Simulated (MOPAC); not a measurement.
MOPAC input (PM3):

```
PM3 1SCF GEO-OK AUX(PRECISION=9) THREADS=1
C2H4S

C     0.00598162 1   -0.74638564 1   -0.79142779 1
S    -0.00405660 1    0.00755066 1    0.86715118 1
C     0.00148343 1    0.73249072 1   -0.80432606 1
H    -0.90354333 1   -1.26373096 1   -1.06830194 1
H     0.92121449 1   -1.25810671 1   -1.05981456 1
H     0.91360094 1    1.24501043 1   -1.08164591 1
H    -0.91115687 1    1.23938617 1   -1.09013329 1
```

Output:

```
 *******************************************************************************
 **                                                                           **
 **                              MOPAC v23.2.5                                **
 **                                                                           **
 *******************************************************************************
 ** MOPAC's Digital Object Identifier: https://doi.org/10.5281/zenodo.6511958 **
 **                                                                           **
 ** Please cite the open-source release paper for use of this MOPAC version:  **
 ** J. E. Moussa and J. J. P. Stewart (2026)                                  **
 ** MOPAC: An open-source semiempirical molecular orbital program             **
 ** J. Open Source Softw., 11(119), 8025, https://doi.org/10.21105/joss.08025 **
 *******************************************************************************

                              PM3 CALCULATION RESULTS

 *******************************************************************************
 *  PM3        - The PM3 Hamiltonian to be used
 *  GEO-OK     - OVERRIDE INTERATOMIC DISTANCE AND OTHER SAFETY CHECKS
 *  1SCF       - DO 1 SCF AND THEN STOP
 *  AUX        - OUTPUT AUXILIARY INFORMATION
 *******************************************************************************
PM3 1SCF GEO-OK AUX(PRECISION=9) THREADS=1
 C2H4S

   ATOM   CHEMICAL          X               Y               Z
  NUMBER   SYMBOL      (ANGSTROMS)     (ANGSTROMS)     (ANGSTROMS)

     1       C          0.00598162  *  -0.74638564  *  -0.79142779  *
     2       S         -0.00405660  *   0.00755066  *   0.86715118  *
     3       C          0.00148343  *   0.73249072  *  -0.80432606  *
     4       H         -0.90354333  *  -1.26373096  *  -1.06830194  *
     5       H          0.92121449  *  -1.25810671  *  -1.05981456  *
     6       H          0.91360094  *   1.24501043  *  -1.08164591  *
     7       H         -0.91115687  *   1.23938617  *  -1.09013329  *

          CARTESIAN COORDINATES

    NO.       ATOM           X           Y           Z

     1         C          0.0060     -0.7464     -0.7914
     2         S         -0.0041      0.0076      0.8672
     3         C          0.0015      0.7325     -0.8043
     4         H         -0.9035     -1.2637     -1.0683
     5         H          0.9212     -1.2581     -1.0598
     6         H          0.9136      1.2450     -1.0816
     7         H         -0.9112      1.2394     -1.0901

  H: (PM3): J. J. P. STEWART, J. COMP. CHEM. 10, 209 (1989).
  C: (PM3): J. J. P. STEWART, J. COMP. CHEM. 10, 209 (1989).
  S: (PM3): J. J. P. STEWART, J. COMP. CHEM. 10, 209 (1989).

           Empirical Formula: C2 H4 S  =     7 atoms

      MOLECULAR POINT GROUP   :   C2v

      RHF CALCULATION, NO. OF DOUBLY OCCUPIED LEVELS = 9

 -------------------------------------------------------------------------------
 PM3 1SCF GEO-OK AUX(PRECISION=9) THREADS=1
 C2H4S

     1SCF WAS SPECIFIED, SO BFGS WAS NOT USED
     SCF FIELD WAS ACHIEVED

                              PM3 CALCULATION
                                                       MOPAC v23.2.5 Linux

          FINAL HEAT OF FORMATION =         30.33971 KCAL/MOL =     126.94136 KJ/MOL

          COSMO AREA              =         93.37 SQUARE ANGSTROMS
          COSMO VOLUME            =         78.21 CUBIC ANGSTROMS

          IONIZATION POTENTIAL    =          9.242263 EV
          HOMO LUMO ENERGIES (EV) =         -9.242 -0.228
          NO. OF FILLED LEVELS    =          9
          MOLECULAR WEIGHT        =         60.1136         POINT GROUP:  C2v

          MOLECULAR DIMENSIONS (Angstroms)

            Atom       Atom       Distance
            H     6    H     4     3.09774
            H     5    H     7     2.94915
            S     2    H     5     1.94222

          SCF CALCULATIONS        =          1

   ATOM   CHEMICAL          X               Y               Z
  NUMBER   SYMBOL      (ANGSTROMS)     (ANGSTROMS)     (ANGSTROMS)

     1       C          0.00598162  *  -0.74638564  *  -0.79142779  *
     2       S         -0.00405660  *   0.00755066  *   0.86715118  *
     3       C          0.00148343  *   0.73249072  *  -0.80432606  *
     4       H         -0.90354333  *  -1.26373096  *  -1.06830194  *
     5       H          0.92121449  *  -1.25810671  *  -1.05981456  *
     6       H          0.91360094  *   1.24501043  *  -1.08164591  *
     7       H         -0.91115687  *   1.23938617  *  -1.09013329  *

                             CARTESIAN COORDINATES

   1    C        0.005981620    -0.746385640    -0.791427790
   2    S       -0.004056600     0.007550660     0.867151180
   3    C        0.001483430     0.732490720    -0.804326060
   4    H       -0.903543330    -1.263730960    -1.068301940
   5    H        0.921214490    -1.258106710    -1.059814560
   6    H        0.913600940     1.245010430    -1.081645910
   7    H       -0.911156870     1.239386170    -1.090133290

           Empirical Formula: C2 H4 S  =     7 atoms

      MOLECULAR POINT GROUP   :   C2v

                  EIGENVALUES
 -37.17129 -23.05962 -21.93881 -17.36181 -15.99802 -13.44820 -12.40564 -11.93890
  -9.24226  -0.22790  -0.05390   2.27611   3.20910   3.33221   3.78256   4.12282

              NET ATOMIC CHARGES AND DIPOLE CONTRIBUTIONS

  ATOM NO.   TYPE          CHARGE      No. of ELECS.   s-Pop       p-Pop
    1          C          -0.153487        4.1535     1.16857     2.98492
    2          S          -0.102107        6.1021     1.94225     4.15986
    3          C          -0.153487        4.1535     1.16857     2.98492
    4          H           0.102270        0.8977     0.89773
    5          H           0.102270        0.8977     0.89773
    6          H           0.102270        0.8977     0.89773
    7          H           0.102270        0.8977     0.89773
 DIPOLE           X         Y         Z       TOTAL
 POINT-CHG.     0.006    -0.012    -1.361     1.361
 HYBRID         0.005    -0.009    -1.005     1.005
 SUM            0.011    -0.021    -2.366     2.366

          ATOMIC ORBITAL ELECTRON POPULATIONS

     Atom    s        px        py        pz
    1  C   1.16857   1.06479   0.97354   0.94659
    2  S   1.94225   1.99031   1.20925   0.96030
    3  C   1.16857   1.06479   0.97444   0.94568
    4  H   0.89773
    5  H   0.89773
    6  H   0.89773
    7  H   0.89773

 **********************
 *                    *
 * JOB ENDED NORMALLY *
 *                    *
 **********************

 == MOPAC DONE ==
```

The geometry given is a B3LYP-D3(BJ)/def2-TZVP minimum.
